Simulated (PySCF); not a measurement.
Species: C3H7NO.
Numbering: `[CH3:1][NH:2][C:3]([CH3:4])=[O:5]` (hydrogens: H6, H7, H8 on C1; H9 on N2; H10, H11, H12 on C4)

Cartesian coordinates in Å at the GFN2-xTB level; atoms count from 1:
```
atom  x, y, z in Å
C1     1.8874    0.0567   -0.0417
N2     0.4832    0.2624   -0.2976
C3    -0.4888   -0.3638    0.4081
C4    -1.8894    0.0075   -0.0373
O5    -0.2522   -1.1414    1.3058
H6     2.3876   -0.3543   -0.9211
H7     2.3722    0.9934    0.2407
H8     1.9648   -0.6517    0.7817
H9     0.2292    0.8997   -1.0348
H10   -2.0262   -0.2340   -1.0889
H11   -2.6102   -0.5483    0.5541
H12   -2.0565    1.0729    0.1050
```

Method used: PBE0/pcSseg-1 in PySCF (dipole) on a GFN2-xTB geometry, gas phase.

Take the most abundant isotopes and a rigid rotor. The values belong to one conformer with, in the numbering `[CH3:1][NH:2][C:3]([CH3:4])=[O:5]`, C1–N2–C3–C4 180°.

Q: What are A, B and C (cm⁻¹)?

A: Ia = 50.83, Ib = 128.53, Ic = 173.01 u·Å²; 505379 MHz·u·Å²/I gives 9943, 3932 and 2921 MHz, that is A = 0.33166, B = 0.13115, C = 0.09744 cm⁻¹.

Q: Classify the top.

A: An asymmetric top: κ = (2 × 3932 − 9943 − 2921)/(9943 − 2921) = -0.71.

Q: Is it planar, by Δ = Ic − Ia − Ib?

A: Not planar: Δ = Ic − Ia − Ib = -6.35 u·Å². For a rigid frame Δ = −2 Σ m c², so Σ m c² = 3.17 u·Å² lies off the ab plane, practically all of it from hydrogen. The atom farthest from that plane is 0.90 Å away.

Q: List the rotational levels J(Ka,Kc) to J = 2 (MHz).

A: Above 0(0,0):
J = 1: 1(0,1) 6853, 1(1,1) 12864, 1(1,0) 13875
J = 2: 2(0,2) 20442, 2(1,2) 25559, 2(1,1) 28591, 2(2,1) 46625, 2(2,0) 46742
The levels of one J sum to (2J + 1)J(J + 1)(A + B + C)/3.

Q: Which types of transition are allowed, and where do some lines up to J = 5 fall?

A: The dipole components are |μa| = 0.92 D, |μb| = 3.76 D, |μc| = 0.00 D; the mirror of this Cs structure is the ab plane, so μc vanishes by symmetry and there are no c-type lines. The squared components, which scale the intensities, stand as 0.06 : 1.00 (a : b). Some lines, for components of 0.1 D or more:

| type | branch | J(Ka,Kc) | MHz | lower level (cm⁻¹) |
| --- | --- | --- | --- | --- |
| a | Q | 3(2,1) ← 3(2,2) | 575 | 2.241 |
| a | Q | 5(2,3) ← 5(2,4) | 3638 | 4.287 |
| b | R | 5(2,3) ← 4(3,2) | 4688 | 4.252 |
| a | Q | 3(1,2) ← 3(1,3) | 6056 | 1.485 |
| a | R | 1(0,1) ← 0(0,0) | 6853 | 0.000 |
| b | Q | 3(1,2) ← 3(0,3) | 10046 | 1.352 |
| b | Q | 4(1,3) ← 4(0,4) | 12893 | 2.230 |
| a | R | 2(1,1) ← 1(1,0) | 14717 | 0.463 |
| a | R | 3(2,1) ← 2(2,0) | 21017 | 1.559 |
| b | R | 5(1,4) ← 4(2,3) | 21442 | 3.152 |
| a | R | 4(0,4) ← 3(0,3) | 26325 | 1.352 |
| a | R | 4(3,2) ← 3(3,1) | 27622 | 3.330 |
| a | R | 4(3,1) ← 3(3,0) | 27673 | 3.330 |
| b | Q | 3(3,0) ← 3(2,1) | 32085 | 2.260 |
| b | R | 2(2,0) ← 1(1,1) | 33878 | 0.429 |
| a | R | 5(4,2) ← 4(4,1) | 34524 | 5.767 |
| a | R | 5(3,2) ← 4(3,1) | 34759 | 4.254 |
| b | Q | 4(4,1) ← 4(3,2) | 45427 | 4.252 |
| b | R | 3(3,0) ← 2(2,1) | 53219 | 1.555 |
| b | Q | 5(5,1) ← 5(4,2) | 58408 | 6.918 |
| b | R | 4(3,2) ← 3(2,1) | 59699 | 2.260 |
| b | R | 5(4,1) ← 4(3,2) | 79956 | 4.252 |
| b | R | 5(5,1) ← 4(4,0) | 92932 | 5.767 |

Q: Estimate the classical rotational partition function at 25 K, 50 K and 500 K.

A: Point group Cs, symmetry number σ = 1; q = (√π/σ)·√((kT/h)³/(ABC)), k/h = 20836.6 MHz/K: 1970 at 25 K, 5580 at 50 K, 176000 at 500 K.

No frequency check. No vibrational averaging or centrifugal distortion is included, and the geometry carries the error of its method. A rigid rotor knows nothing of internal rotation, which can split or shift real lines. Quadrupole hyperfine structure (14N) is left out.
